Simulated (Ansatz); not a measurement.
A made-up structure of MgBH$_{3}$S, closed shell:

```
atom    x (Å)    y (Å)    z (Å)
  B1   0.2770  -1.3269  -1.0286
  S2  -0.8818  -0.0586  -0.6751
 Mg3   1.1602  -0.0946   0.7294
  H4  -2.0590   0.1308  -1.3293
  H5  -0.6709   0.7600   0.2287
  H6   2.0292   0.6127   1.9940
```

It is relaxed with PBE-D4/def2-SVP and then PBE0-D4/def2-TZVP (Ansatz 0.2.0). Atoms count as bonded within 1.22 times the sum of their covalent radii (H–H: 0.88 Å). The end point is not checked to be a true minimum.

Does its bonding change? (Judge from chemistry; the calculation decides.)

By the calculation: Yes. Formed: none; broken: S2–Mg3, Mg3–H5.

Where it ends: The first stage lowers the energy by 1.96 eV in 14 steps. It ends as MgBH₃S ([MgH][B][SH2]):
B1  (0.274, -0.671, -0.488)
S2  (-1.297, -0.017, -0.657)
Mg3  (1.799, -0.224, 1.038)
H4  (-2.044, -0.250, -1.771)
H5  (-1.948, 1.192, -0.359)
H6  (3.072, -0.006, 2.156)
(Å)

Labels in which every atom is bracketed show which atoms are joined, not bond orders.

For scale, one of the runs: PBE0-D4/def2-TZVP relaxation, 118 basis functions, launched by `ansatz run in.yaml --threads 2 --pin off --events-out ev --progress --plain --max-ram 4352MiB`. The run took about 35 s on 2 CPU threads of an Arm Neoverse V2 (shared host).
